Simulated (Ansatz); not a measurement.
Ansatz (a program for electronic structure) input (PBE/STO-3G):

Ansatz 0.2 input:
```yaml
crystal:
  periodic: [false, false, false]
  atoms:
    - {symbol: C, position_ang: [0.00208896, 0.11076286, 0.56554208]}
    - {symbol: C, position_ang: [0.00769666, 1.29361937, -0.33312299]}
    - {symbol: C, position_ang: [-0.00859851, -1.22977573, -0.19896260]}
    - {symbol: H, position_ang: [-0.87541578, 0.14180117, 1.21884811]}
    - {symbol: H, position_ang: [0.88120435, 0.13115753, 1.21648066]}
    - {symbol: H, position_ang: [-0.01458955, -2.07109408, 0.49776324]}
    - {symbol: H, position_ang: [0.93564434, 1.69815158, -0.71482722]}
    - {symbol: H, position_ang: [-0.91438724, 1.68006178, -0.74684719]}
    - {symbol: H, position_ang: [-0.89180820, -1.30714854, -0.83534718]}
    - {symbol: H, position_ang: [0.87222938, -1.32056836, -0.83680937]}
basis:
  gaussian:
    orbitals: STO-3G
hamiltonian:
  xc: {name: PBE}
magnetization: {spin_polarized: true, initial_magnetization: 1}
output: {forces: true}
```

Problem. Predict the final energy.

Solution. -116.86511 Eh.
